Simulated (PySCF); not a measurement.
Compound: C4H9NS (charge -1 and doublet state).
Cartesian coordinates in Å at the GFN2-xTB level; atoms count from 1:
```
atom  x, y, z in Å
C1     2.2807   -0.0006    0.1498
C2     0.8233   -0.3630   -0.1162
N3    -0.0158    0.8365   -0.1189
C4    -1.4006    0.6321   -0.4180
C5    -2.1544   -0.1966    0.5769
S6    -1.9309    0.6850   -2.0494
H7     2.8903   -0.8987    0.2515
H8     2.3533    0.5828    1.0659
H9     2.6775    0.5966   -0.6702
H10    0.4575   -1.0148    0.6848
H11    0.7491   -0.9251   -1.0659
H12    0.3434    1.4725   -0.8295
H13   -3.2251   -0.0551    0.4249
H14   -1.8965    0.1097    1.5963
H15   -1.9562   -1.2805    0.4960
```

The hyperfine couplings belong to this conformer and change with its torsions.

The species is `CCN[C](C)[S-]` [radical] (charge -1).

The calculation used PySCF, UKS B3LYP, pcH-1 on C H N S, non-relativistic, mean-field spin-orbit, GIAO. Whether the extra electron is bound in the gas phase wasn't checked; a finite basis holds it in any case. A GFN2-xTB geometry isn't a minimum of the functional, and hyperfine couplings can be far from their values at a DFT geometry, by a factor of two or more for some ions and for spin on atoms past the first row. No stability test was run, so a lower SCF solution isn't excluded.

(1) What is the g tensor, term by term?

(2) How much does each term add to the isotropic shift?

(3) What effective moment and Curie constant follow for a powder?

(4) What are the electron Larmor frequencies g μB B/h along the three axes at 1200 mT?

(5) In a frozen sample, at which fields do the three g values resonate at 9.5, 34, 94 and 263 GHz (hyperfine left aside), and which band first spreads them over more than twice a line width of 1.0 mT?

Results:

(1) 
```
                    Δg (ppt)      1      2      3
relativistic mass correction  -0.18  -0.18  -0.18
            gauge correction   0.00   0.02   0.03
   orbital Zeeman/spin–orbit  -0.35   6.06   7.24
                       total  -0.53   5.90   7.10
```

So g = 2.00179, 2.00822, 2.00942 and g_iso = 2.00648; the tensor is rhombic: the two nearest values differ by 16 % of g3 − g1. 

(2) The orbital-Zeeman/spin–orbit term 4.32, the mass correction -0.18 and the gauge correction 0.02 ppt, for a total of 4.16 ppt. The orbital-Zeeman/spin–orbit term is the largest in size. The mass correction is the same along every axis, so the anisotropy comes from the other two: their spans along these axes are 0.03 (gauge) and 7.60 ppt (orbital Zeeman/spin–orbit).

(3) With the mean of g² = 4.0260 and S(S+1) = 0.75: μ_eff = √(⟨g²⟩S(S+1)) = 1.738 μB and χT = 0.12505·⟨g²⟩·S(S+1) = 0.378 cm³ K/mol (cgs; spin-Hamiltonian part alone).

(4) 33.6211, 33.7291, 33.7492 GHz for g1, g2 and g3, a range of 128.1 MHz.

(5) 
```
band    GHz  B(g3) mT  B(g2) mT  B(g1) mT  spread mT
   X    9.5    337.79    337.99    339.07       1.29
   Q   34.0   1208.92   1209.64   1213.53       4.61
   W   94.0   3342.30   3344.30   3355.04      12.74
   J  263.0   9351.33   9356.92   9386.97      35.64
```

The spread grows in proportion to the frequency. Q band is the first where it exceeds 2.0 mT.

The largest Mulliken spin populations are on C4 (+0.65), S6 (+0.27) and H15 (+0.08). The angles at C4 add up to 354.3°, so it is nearly planar.

The HOMO–LUMO gaps are 2.81 eV among the α and 4.43 eV among the β orbitals.
